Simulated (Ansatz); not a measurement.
# Several solutions for singlet MgH₂

```yaml
atoms:
  - { symbol: H, position_ang: [0.0000, 0.0000, -3.4000] }
  - { symbol: Mg, position_ang: [0.0000, 0.0000, 0.0000] }
  - { symbol: H, position_ang: [0.0000, 0.0000, 3.4000] }
```

Basis set: def2-SVP (spherical functions). Charge 0, multiplicity 1.

PBE0 (unrestricted) was run from several starts with Ansatz (development build ahead of 0.2.0).

```
run  program                        start  converged  energy (hartree)  <S²>
  A   Ansatz      stability test followed        yes        -200.89451  1.03
  B   Ansatz      atomic start, no search        yes        -200.84341  0.00
  C   Ansatz  search for the lowest state        yes        -200.89451  1.03
```

Task: Which runs reached the lowest solution of this kind, and what is wrong with the others?

Result: A, C reached the lowest solution found. Converged but too high: B by 1.39 eV. Convergence only shows a stationary point, and even a stable one can lie too high; stability tests and further starts are what find lower ones. Caution: charge can spread falsely over distant fragments. Caution: the unrestricted determinant is a mixture of spin states.
